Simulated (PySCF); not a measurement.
Relaxation of singlet [PH6]-

Level of theory: PBE0 in PySCF with P def2-TZVPD, H def2-TZVPD; no relativity; density-fitted integrals. A (50,194) grid was used.

A hand-made octahedral start, of Oh symmetry, held to at least that symmetry:

```xyz
7
charge -1 multiplicity 1, angstrom
P     0.0000    0.0000    0.0000
H     0.0000    0.0000    1.4300
H     0.0000    0.0000   -1.4300
H     1.4300    0.0000    0.0000
H     0.0000    1.4300    0.0000
H    -1.4300    0.0000    0.0000
H     0.0000   -1.4300    0.0000
```

**Question.** What forces act on the atoms at the start (eV/Å)?

**Answer.** 
```
atom     Fx     Fy     Fz
  P1   0.00   0.00   0.00
  H2   0.00   0.00   1.31
  H3   0.00   0.00  -1.31
  H4   1.31   0.00   0.00
  H5   0.00   1.31   0.00
  H6  -1.31   0.00   0.00
  H7   0.00  -1.31   0.00
```

**Question.** What does it relax to?

**Answer.** It ends at Oh with P–H 1.500 Å (×6); H–P–H 90.0° (×12), H–P–H 180.0° (×3). A frequency run shows a minimum. Other isomers or separated fragments may lie lower.

**Question.** How much energy is released, and in how many steps?

**Answer.** 25.0 kJ/mol in 3 steps.

The relaxation took about 10 core-seconds on a shared host.
